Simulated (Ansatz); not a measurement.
Basis-set extrapolation for CH4BF (`CBF`) (PBE0-D4/def2-TZVP geometry, frozen core, Ansatz). Multiplicity 1, RHF reference.

|  | cc-pV(T+d)Z | cc-pV(Q+d)Z |
| --- | --- | --- |
| HF | -164.442537 | -164.454975 |
| MP2 correlation | -0.531630 | -0.572796 |
| CCSD(T) correlation | -0.573696 | -0.612069 |

Energies in hartree. Use E(X) = E(∞) + A·exp(−5.46·√X) for Hartree–Fock and E(X) = E(∞) + B·X^(−3.05) for correlation, with X = 3 and 4.

Problem. What is the CCSD(T) energy at the basis-set limit?

Solution. HF limit: -164.454975 + (-0.012438) × 0.30130 = -164.45872. Correlation limit: -0.612069 + (-0.038373) × 0.71189 = -0.63939. Total: -165.09811 hartree, 215.0 kJ/mol below CCSD(T)/cc-pV(T+d)Z.
